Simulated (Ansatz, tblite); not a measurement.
# [SiMe3]- (C₃H₉Si−): one state, many levels

Aim: run the singlet of [SiMe3]- (C₃H₉Si−) at one geometry on many levels, and compare frontier levels, spin and run time.

Program: Ansatz 0.2.0, Gaussian basis. Level of theory: as each input shows. These are calculated values, not measurements.

The runs, in order: GFN2-xTB, PBE-D4/def2-TZVPD, r2SCAN-D4/def2-TZVPD, B97M-V/def2-TZVPD, BLYP-D4/def2-TZVPD, BHLYP-D4/def2-TZVPD, r2SCANh-D4/def2-TZVPD, B3LYP-D4/def2-TZVPD, ωB97M-V/def2-TZVPD, PBE-QIDH/def2-TZVPD, PBE-D4/def2-SVPD, PBE0-D4/def2-SVPD, HF/6-31G, B3LYP-D4/6-31G, CCSD(T)/def2-TZVPD, RPA/def2-TZVPD.

## 1. The geometry

The singlet was relaxed beforehand with PBE0-D4/def2-SVPD.

13 atoms, charge -1, spin multiplicity 1.

Bond lengths: Si1–C2 1.960 Å, Si1–C6 1.960 Å, Si1–C10 1.960 Å, C2–H3 1.104 Å, C2–H4 1.110 Å, C2–H5 1.104 Å, C6–H7 1.110 Å, C6–H8 1.104 Å, C6–H9 1.104 Å, C10–H11 1.104 Å, C10–H12 1.104 Å, C10–H13 1.110 Å. Angles: C2–Si1–C6 97.0°, C2–Si1–C10 97.0°, C6–Si1–C10 97.0°, Si1–C2–H3 111.3°, Si1–C2–H4 112.0°, Si1–C2–H5 111.3°, H3–C2–H4 107.5°, H3–C2–H5 106.9°, H4–C2–H5 107.5°, Si1–C6–H7 112.0°, Si1–C6–H8 111.3°, Si1–C6–H9 111.3°, H7–C6–H8 107.5°, H7–C6–H9 107.5°, H8–C6–H9 106.9°, Si1–C10–H11 111.3°, Si1–C10–H12 111.3°, Si1–C10–H13 112.0° and more.

As a file:

```tsv
atom	x (Å)	y (Å)	z (Å)
Si1	0.00078	0.00254	1.04800
C2	1.69446	-0.00721	0.06170
H3	2.30786	0.87702	0.30848
H4	1.53615	-0.00833	-1.03718
H5	2.29912	-0.89661	0.31148
C6	-0.84079	1.47133	0.06012
H7	-0.76443	1.33157	-1.03863
H8	-0.37185	2.44033	0.30546
H9	-1.91239	1.56136	0.31028
C10	-0.85355	-1.46367	0.06727
H11	-1.92630	-1.54173	0.31657
H12	-0.39450	-2.43584	0.31861
H13	-0.77455	-1.33077	-1.03214
```

The ion is computed in the gas phase, without counter-ions or solvent.

PBE0-D4/def2-TZVPD was run before; its log isn't repeated, and its numbers join the tables.

## 2. GFN2-xTB

Tight binding, by tblite at 300 K electronic temperature and without a spin-polarisation term:

```python
tblite.interface.Calculator('GFN2-xTB', numbers, positions, charge=-1, uhf=0).singlepoint()
```

Energy -349.3224 eV, HOMO -2.45 eV, LUMO 1.64 eV; 0.004 s.

## 3. PBE-D4/def2-TZVPD

start.molden holds the orbitals of an earlier run on this state, given as this run's starting guess.

Input file in.yaml:

```yaml
crystal:
  periodic: [false, false, false]
  atoms:
    - {symbol: Si, position_ang: [0.000777, 0.002542, 1.047997]}
    - {symbol: C, position_ang: [1.694460, -0.007206, 0.061701]}
    - {symbol: H, position_ang: [2.307861, 0.877017, 0.308476]}
    - {symbol: H, position_ang: [1.536154, -0.008331, -1.037180]}
    - {symbol: H, position_ang: [2.299115, -0.896610, 0.311484]}
    - {symbol: C, position_ang: [-0.840793, 1.471333, 0.060116]}
    - {symbol: H, position_ang: [-0.764425, 1.331567, -1.038629]}
    - {symbol: H, position_ang: [-0.371854, 2.440327, 0.305457]}
    - {symbol: H, position_ang: [-1.912388, 1.561364, 0.310280]}
    - {symbol: C, position_ang: [-0.853554, -1.463673, 0.067266]}
    - {symbol: H, position_ang: [-1.926305, -1.541732, 0.316567]}
    - {symbol: H, position_ang: [-0.394504, -2.435841, 0.318608]}
    - {symbol: H, position_ang: [-0.774555, -1.330768, -1.032143]}
basis:
  gaussian: {orbitals: def2-TZVPD, initial_orbitals: start.molden}
total_charge: -1
hamiltonian: {xc: pbe, dispersion: d4}
scf: {omitted_lower_state_checks: [starts]}
output: {orbitals: {seedname: orbitals}}
```

Run with:

```
$ ansatz run in.yaml --threads 4 --pin off --events-out ev --progress --plain --max-ram 3916MiB
```

After this run come: r2SCAN-D4/def2-TZVPD; B97M-V/def2-TZVPD; BLYP-D4/def2-TZVPD; BHLYP-D4/def2-TZVPD; r2SCANh-D4/def2-TZVPD; B3LYP-D4/def2-TZVPD; ωB97M-V/def2-TZVPD; PBE-QIDH/def2-TZVPD; PBE-D4/def2-SVPD; PBE0-D4/def2-SVPD; HF/6-31G; B3LYP-D4/6-31G; CCSD(T)/def2-TZVPD; RPA/def2-TZVPD.

**Question.** What will the summary of the whole plan be? Wanted: gap in def2-TZVPD, named functionals, smallest and largest; correlation energy, CCSD(T)/def2-TZVPD; PBE0 total energy, smallest basis above largest.

**Answer**, as computed:

```
                                                  quantity                                 value
gap in def2-TZVPD, named functionals, smallest and largest  2.33 eV (BLYP-D4), 6.51 eV (ωB97M-V)
                    correlation energy, CCSD(T)/def2-TZVPD                             -20.49 eV
           PBE0 total energy, smallest basis above largest       6.13 eV (def2-SVPD, def2-TZVPD)
```

**Reading.** Orbital gaps of the named functionals in def2-TZVPD span 2.33 eV (BLYP-D4) to 6.51 eV (ωB97M-V); exact exchange widens it. PBE-D4, BLYP-D4, r2SCAN-D4, B97M-V, r2SCANh-D4, B3LYP-D4, PBE0-D4 put the HOMO above zero; others here keep it below zero, so the sign hangs on the functional's self-interaction and doesn't show that the species is unbound.
